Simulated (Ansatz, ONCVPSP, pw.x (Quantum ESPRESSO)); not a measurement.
## pw.x on bcc Cl: one setting changed

Potential: optimised norm-conserving Vanderbilt (ONCV), ONCVPSP 4.0.1.1 (patched build), LDA (Perdew-Wang 92); core [Ne], reference 3s2 3p5; waves: 3s: rc 1.30 bohr, ncon 4, nbas 7, qcut 4 1/bohr, 1 projector; 3p: rc 1.30 bohr, ncon 4, nbas 7, qcut 6.8 1/bohr, 1 projector; d scattering state at 0.02 Ha: rc 1.30 bohr, ncon 3, nbas 8, qcut 8.5 1/bohr, 2 projectors, debl 2.7 Ha; local part: polynomial inside 1.10 bohr (lpopt 5, dvloc0 0 Ha); core correction: Teter function, fcfact 7.5, rcfact 1.

The reference run (k-mesh 14³, cutoffs 165/660 Ry, Fermi–Dirac 0.01 Ry, mixing_beta 0.4, conv_thr 1e-9, no spin) gives -0.65 GPa at 18.636 Å³/atom, where all-electron LAPW gives -0.38 GPa. This run, with its own iteration cap, changes degauss to 0.02.

```
&control
  calculation='scf', prefix='x', pseudo_dir='./', outdir='./tmp', tstress=.true., disk_io='none'
/
&system
  ibrav=0, nat=1, ntyp=1, ecutwfc=165, ecutrho=660, nbnd=11,
  occupations='smearing', smearing='fd', degauss=0.02
/
&electrons
  conv_thr=1e-09, mixing_beta=0.4, electron_maxstep=50
/
ATOMIC_SPECIES
Cl 1.0 Cl.UPF
CELL_PARAMETERS angstrom
  -1.67018368 1.67018368 1.67018368
  1.67018368 -1.67018368 1.67018368
  1.67018368 1.67018368 -1.67018368
ATOMIC_POSITIONS crystal
Cl 0.0000 0.0000 0.0000
K_POINTS automatic
14 14 14 0 0 0
```

```bash
pw.x < Cl.scf.in > Cl.scf.out
```

Task: How does the run end?

Result: It converges in 5 iterations; the free energy moves by -122.1 meV/atom and the pressure by +1.26 GPa. In a metal, with Fermi–Dirac smearing, F lies below its zero-width value by a term in the square of the width.

```
Message from routine setup:
     using ibrav=0 with symmetry is DISCOURAGED, use correct ibrav instead
     lattice parameter (alat)  =       5.4667  a.u.
     unit-cell volume          =     125.7620 (a.u.)^3
     number of electrons       =         7.00
     number of Kohn-Sham states=           11
     kinetic-energy cutoff     =     165.0000  Ry
     charge density cutoff     =     660.0000  Ry
     scf convergence threshold =      1.0E-09
     Exchange-correlation= SLA  PW   NOGX NOGC
     number of k points=   104  Fermi-Dirac smearing, width (Ry)=  0.0200
     iteration #  1     ecut=   165.00 Ry     beta= 0.40
     total energy              =     -31.24212541 Ry
     estimated scf accuracy    <       0.00023874 Ry
     iteration #  2     ecut=   165.00 Ry     beta= 0.40
     total energy              =     -31.24213538 Ry
     estimated scf accuracy    <       0.00005214 Ry
     iteration #  3     ecut=   165.00 Ry     beta= 0.40
     total energy              =     -31.24214049 Ry
     estimated scf accuracy    <       0.00000364 Ry
     iteration #  4     ecut=   165.00 Ry     beta= 0.40
     total energy              =     -31.24214065 Ry
     estimated scf accuracy    <          4.3E-09 Ry
     iteration #  5     ecut=   165.00 Ry     beta= 0.40
     the Fermi energy is     4.9129 ev
!    total energy              =     -31.24214066 Ry
     estimated scf accuracy    <          3.4E-10 Ry
     smearing contrib. (-TS)   =      -0.02202377 Ry
     The total energy is F=E-TS. E is the sum of the following terms:
     one-electron contribution =       1.14105323 Ry
     hartree contribution      =       2.97552795 Ry
     xc contribution           =      -7.08705940 Ry
     ewald contribution        =     -28.24963866 Ry
     convergence has been achieved in   5 iterations
          total   stress  (Ry/bohr**3)                   (kbar)     P=        6.14
     Message from routine punch:
     Nothing written, as per user request (disk_io='none')
```

The run took about 46 s on one core of a shared host (Neoverse-V2, 192 threads, 742 GiB, load 92).
